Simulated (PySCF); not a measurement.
**Ar: ionisation energy**

Ar [Ar] (1S) → Ar⁺ [Ne] 3s2 3p5 (2P), as a difference of total energies. All numbers are calculated (PySCF 2.14, scalar relativity by spin-free X2C-1e, in cc-pVTZ-DK (5s4p2d1f, 34 functions)). Correlated levels: valence: [Ne] frozen. The calculations carry no spin-orbit coupling.

```json
{"method": "UHF", "ionisation energy (eV)": "14.556", "error (eV)": "-1.263"}
{"method": "LDA", "ionisation energy (eV)": "15.979", "error (eV)": "+0.160"}
{"method": "BP86", "ionisation energy (eV)": "15.797", "error (eV)": "-0.022"}
{"method": "MP2 (valence)", "ionisation energy (eV)": "15.664", "error (eV)": "-0.155"}
{"method": "SCS-MP2 (valence)", "ionisation energy (eV)": "15.561", "error (eV)": "-0.258"}
{"method": "CCSD (valence)", "ionisation energy (eV)": "15.488", "error (eV)": "-0.331"}
{"method": "CCSD(T) (valence)", "ionisation energy (eV)": "15.528", "error (eV)": "-0.291"}
```

Reference: 15.819 eV (measured; NIST levels, between the centres of gravity of the two terms).

Errors of the correlated levels include the incompleteness of this basis and the frozen core.
